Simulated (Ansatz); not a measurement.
hcp Ti was calculated with rVV10 (PAW; Ansatz, a program for electronic structure).

Run with plane-wave cutoff 520 eV, 24×24×12 k mesh (along the axes of the cell as run), Fermi–Dirac smearing 0.05 eV, no spin polarisation, scalar-relativistic PAW data made under PBE.

Cell (relaxed at this level):

```yaml
crystal:
  lattice:
    - [1.46914, -2.54462, 0.00000]
    - [1.46914, 2.54462, 0.00000]
    - [0.00000, 0.00000, 4.65621]
  atoms:
    - { symbol: Ti, position: [0.33333, 0.66667, 0.25000] }
    - { symbol: Ti, position: [0.66667, 0.33333, 0.75000] }
```

Problem. What does this level give for the bulk modulus and pressure derivative B′ of the bulk modulus?

Solution. 
* **bulk modulus**: 116 GPa
* **pressure derivative B′ of the bulk modulus**: 3.6

The run finds no gap.

Measured, for comparison: bulk modulus 108 GPa (zero-point energy and finite temperature contributions removed; as tabulated in doi:10.1021/acs.jctc.3c00612). Computed (rounded) less measured: bulk modulus +7 %.

Note: the bulk modulus comes from volumes at which shape and atoms were relaxed.

The computed numbers hold no vibrational or temperature effects.
